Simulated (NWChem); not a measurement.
**Correlation energy of B (+1)**

```xyz
1

B      0.0000     0.0000     0.0000
```
Charge +1, spin multiplicity 1.

The numbers come from NWChem runs, not from measurements.

Basis set: 6-311G**. Each correlation energy counts from its own Hartree-Fock reference.

The correlated methods keep 1 core orbital frozen. The Pople sets run with spherical d functions. Coupled-cluster values serve here as a point of comparison, not as the truth.

**Question.** For the correlation energy, MP2 gives -34.4 mHa and SCS-MP2 gives -41.3 mHa. What do CCSD, CR-CCSD[T], CR-CCSD(T) give?

**Answer.** CCSD: -59.8 mHa; CR-CCSD[T]: -59.8 mHa; CR-CCSD(T): -59.8 mHa.
